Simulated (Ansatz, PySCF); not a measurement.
Species: CH₃O, net charge 0, doublet state. It need not be the lowest isomer of its formula. 
Structure (B3LYP-D3(BJ)/def2-TZVP (Ansatz, an electronic-structure program) minimum search):
```xyz
5

C      0.0422    -0.5697     0.0421
O     -0.0449     0.7878    -0.0350
H      1.0743    -0.9437    -0.0130
H     -0.4948    -0.9923     0.9030
H     -0.4741    -0.9483    -0.8625
```
Charge 0, spin multiplicity 2.

Quantity: atomisation energy (electronic, to ground-state atoms), in eV. Cores are frozen in the correlated levels unless marked. Open shells are spin-unrestricted. No spin-orbit coupling. Non-relativistic. The coupled-cluster limit lacks core correlation, which all-electron functionals hold. CBS(X,Y): correlation extrapolated as X^-3; Hartree-Fock from the larger set. [CCSD(T)-MP2]/basis is that difference in the basis named.

| level | program | atomisation energy (eV) | minus last row |
|---|---|---|---|
| HF/cc-pVDZ | Ansatz | 12.33 | -5.02 |
| HF/aug-cc-pVTZ | Ansatz | 12.62 | -4.73 |
| BP86-D4/def2-TZVPD | PySCF + dftd4 | 18.18 | 0.83 |
| BHLYP-D3(BJ)/def2-TZVPD | Ansatz + dftd3 | 16.93 | -0.42 |
| r2SCANh/def2-TZVPD | Ansatz | 17.42 | 0.07 |
| MN15/def2-TZVPD | PySCF | 17.43 | 0.08 |
| HSE06/def2-TZVPD | Ansatz | 17.48 | 0.13 |
| RI-MP2/CBS(def2-TZVPP,def2-QZVPP) | Ansatz | 17.35 | 0.00 |
| CCSD/STO-3G | Ansatz | 16.97 | -0.38 |
| CCSD/def2-TZVPP | Ansatz | 16.70 | -0.65 |
| CCSD(T)/6-31G* | Ansatz | 15.70 | -1.65 |
| CCSD(T)/def2-TZVPP | Ansatz | 16.91 | -0.44 |
| CCSD(T) with core electrons/cc-pwCVTZ | Ansatz | 16.95 | -0.40 |
| RI-MP2/CBS(cc-pVTZ,cc-pVQZ)+[CCSD(T)-MP2]/cc-pVTZ | Ansatz | 17.33 | -0.02 |
| RI-MP2/CBS(aug-cc-pVTZ,aug-cc-pVQZ)+[CCSD(T)-MP2]/aug-cc-pVTZ | Ansatz | 17.35 | 0.00 |
